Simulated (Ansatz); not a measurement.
For rutile MnO2, PBEsol (PAW; Ansatz, a program for electronic structure) gives:

| Property | Result |
|---|---|
| band gap at the measured cell (atoms relaxed with PBEsol) | 0.00 eV |
| magnetic moment | 2.14 μB |

Question: What does Hartree–Fock (plane waves, PAW; Ansatz) give for the same quantities?

Answer: 
- band gap at the measured cell (atoms relaxed with PBEsol): 10.71 eV (rises by 10.71 eV)
- magnetic moment: 2.83 μB (rises by 0.69 μB)

For comparison: band gap 0.3 eV (measured, temperature not stated, no zero-point or thermal correction, experimental column, as cited; method not stated; as tabulated in Kuklin et al. (2022), doi:10.3390/molecules27030874).

Changes are worked out from the printed values.

Unless a cell is named, each level is at its own relaxed cell.

A gap of zero means that the bands touch or overlap. Density-functional gaps are differences of (generalised) Kohn–Sham levels.

Spin-polarised runs: PBEsol (opposed moments), Hartree–Fock (opposed moments).

Caveats: the gap of the solid is closed in this run (PBEsol). Ansatz's density-functional and Hartree–Fock values are scalar-relativistic unless marked +SOC, with PAW data made under PBE.
